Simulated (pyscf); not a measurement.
•H₂C–F + CH₄ -> H₃C–F + CH₃•, a hydrogen abstraction (doublet surface; C–H broken, C–H formed). Optimised with ωB97X-D3(BJ)/def2-SVP in PySCF. Correlated levels are frozen-core, on RHF or UHF. ΔMP2 is the change of the MP2 total energy from the triple- to the quadruple-zeta basis. Energies in eV from the separated reactants.

Small-basis levels: PySCF, no dispersion term, spherical d functions. Open shells are spin-unrestricted. 

### Question
Quick B3LYP/6-31G* single points give ΔE‡ = 0.77 eV and ΔE = +0.28 eV. What does CCSD(T)/def2-TZVPP + ΔMP2(QZVPP) give, and how far is the quick result from it?

### Answer
CCSD(T)/def2-TZVPP + ΔMP2(QZVPP) gives ΔE‡ = 0.86 eV and ΔE = +0.16 eV. B3LYP/6-31G* lies 0.09 eV under it in the barrier and 0.12 eV over it in the reaction energy, so on this step it holds to within 0.13 eV. CCSD(T)/def2-TZVPP + ΔMP2(QZVPP) has limits of its own. One saddle was located; it need not be the lowest between these sides. The angle at the transferred H is 172°. The CCSD(T) − MP2 part came from Ansatz, without density fitting, on the same reference.
